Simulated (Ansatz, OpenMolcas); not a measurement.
A ladder of methods for AlF2 (SMILES [F][Al][F])

The species is AlF2 (3 atoms), meant as a doublet with charge 0. SMILES: `[F][Al][F]`. The coordinates come from a PBE0-D4/def2-TZVP relaxation.

```xyz
3

F     0.5330   -1.3612    0.1364
Al    0.3887    0.2754    0.2452
F    -0.9325    1.0210   -0.3948
```

Quantity: the energy change with the F1–Al2 bond stretched from 1.647 to 2.470 Å, in eV. The values are calculated.

```
            level                    kind     program  value (eV)  less FCI/STO-3G  CPU time (all runs)
       UHF/STO-3G            Hartree–Fock  OpenMolcas        1.98            -0.18                3.9 s
  U-r2SCAN/STO-3G                meta-GGA      Ansatz        2.83            +0.67                 18 s
     UPBE0/STO-3G           global hybrid      Ansatz        2.77            +0.61                3.1 s
UCAM-B3LYP/STO-3G  range-separated hybrid      Ansatz        2.87            +0.71                4.3 s
    UHSE06/STO-3G  range-separated hybrid      Ansatz        2.77            +0.61                4.2 s
   RPA@PBE/STO-3G                     RPA      Ansatz        2.01            -0.15                6.7 s
  UBCCD(T)/STO-3G   coupled cluster or CI      Ansatz        2.14            -0.02                1.6 s
  UCCSD(T)/STO-3G   coupled cluster or CI      Ansatz        2.15            -0.01                1.2 s
       FCI/STO-3G      exact in the basis      Ansatz        2.16             0.00                1.9 s
```

FCI/STO-3G is exact within its basis and frozen core, so for wave-function methods in that basis the difference is their error; functionals converge differently with the basis, so for them it is only a difference. The first shape isn't each level's own minimum. The values span 1.98 to 2.87 eV. All rows use very small basis sets, so even the best lies far from the true value. Times are those of the runs behind each value, whatever else they computed, on shared processors of several kinds: orders of magnitude only.
